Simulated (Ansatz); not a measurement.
**Al₃H (triplet): wave-function methods side by side at a displaced geometry (v2), cc-pVDZ**

Aim: climb from Hartree-Fock through coupled cluster for Al₃H (triplet) at one geometry and basis, and see what each rung misses.

Computed with Ansatz 0.2.0, Gaussian basis. Level: cc-pVDZ, core rule «outside noble gas», up to 15 orbitals frozen.

The runs, in order: UHF; CCSD(T) on ROHF; CCSD(T) on UHF; BCCD(T) on ROHF; CISD as a restricted active space (open shells left free, so some higher excitations enter); CCSDT(Q) on ROHF; CCSDT(Q) on UHF.

23 further runs of the same task are left out: 10 that didn't finish, 13 set aside as unsound or not needed. Runs told in other sessions of the task aren't counted.

## (1) The system

The geometry is a PBE0/def2-TZVP stationary point (not a proven minimum) with its atoms shifted at random (size 0.100 Å).

4 atoms, charge 0, spin multiplicity 3.

Atoms are counted from 1 here; the program's logs count them from 0.

Bond lengths: Al1–Al2 2.584 Å, Al1–H4 1.923 Å, Al2–Al3 2.579 Å, Al2–H4 1.793 Å, Al3–H4 1.966 Å. Angles: Al2–Al1–H4 43.9°, Al1–Al2–Al3 97.6°, Al1–Al2–H4 48.1°, Al3–Al2–H4 49.5°, Al2–Al3–H4 44.0°, Al1–H4–Al2 88.0°, Al1–H4–Al3 174.3°, Al2–H4–Al3 86.5°.

Geometry (Å):

```xyz
4
Al3H
Al    0.08340    0.56959    1.93812
Al   -0.08147   -1.13929    0.00639
Al   -0.00485    0.54554   -1.94512
H     0.07826    0.64703    0.01642
```

## (2) UHF

File in.yaml:

```yaml
crystal:
  periodic: [false, false, false]
  atoms:
    - {symbol: Al, position_ang: [0.083401, 0.569587, 1.938124]}
    - {symbol: Al, position_ang: [-0.081473, -1.139295, 0.006387]}
    - {symbol: Al, position_ang: [-0.004852, 0.545537, -1.945124]}
    - {symbol: H, position_ang: [0.078256, 0.647029, 0.016421]}
basis:
  gaussian: {orbitals: cc-pVDZ}
magnetization: {spin_polarized: true, initial_magnetization: 2}
hamiltonian: {xc: hf}
output: {orbitals: {seedname: orbitals}}
```

Run with:

```console
> ansatz run in.yaml --threads 1 --pin off --events-out ev --progress --plain --max-ram 2393MiB
```

After this run come: CCSD(T) on ROHF; CCSD(T) on UHF; BCCD(T) on ROHF; CISD as a restricted active space (open shells left free, so some higher excitations enter); CCSDT(Q) on ROHF; CCSDT(Q) on UHF.

Before running them: what should the planned runs give, taken together? Wanted: RCCSDT(Q) from the RHF energy; RMP2 from RCCSDT(Q); UMP2 from RCCSDT(Q); RCCSD from RCCSDT(Q); RCCSD(T) from RCCSDT(Q); UCCSD(T) from RCCSDT(Q); UCCSDT(Q) from RCCSDT(Q); T1 diagnostic.

The runs gave:

| quantity | value |
| --- | --- |
| RCCSDT(Q) from the ROHF energy | -6.0677 eV |
| RMP2 from RCCSDT(Q) | +140.7 kJ/mol |
| UMP2 from RCCSDT(Q) | +162.0 kJ/mol |
| RCCSD from RCCSDT(Q) | +40.0 kJ/mol |
| RCCSD(T) from RCCSDT(Q) | +8.6 kJ/mol |
| UCCSD(T) from RCCSDT(Q) | +9.4 kJ/mol |
| UCCSDT(Q) from RCCSDT(Q) | -0.3 kJ/mol |
| levels within 1 kcal/mol (43 meV) | RCCSDT, UCCSDT, UCCSDT(Q) |
| T1 diagnostic | 0.033 |

**Reading.** RCCSD(T) lands +8.6 kJ/mol from the yardstick (1.5 % of the correlation energy). These misses are within one basis, not against nature; the frozen cores of restricted and unrestricted runs differ, which can shift their rows.

With open shells the CI space here admits some higher excitations, so it is larger than plain CISD.
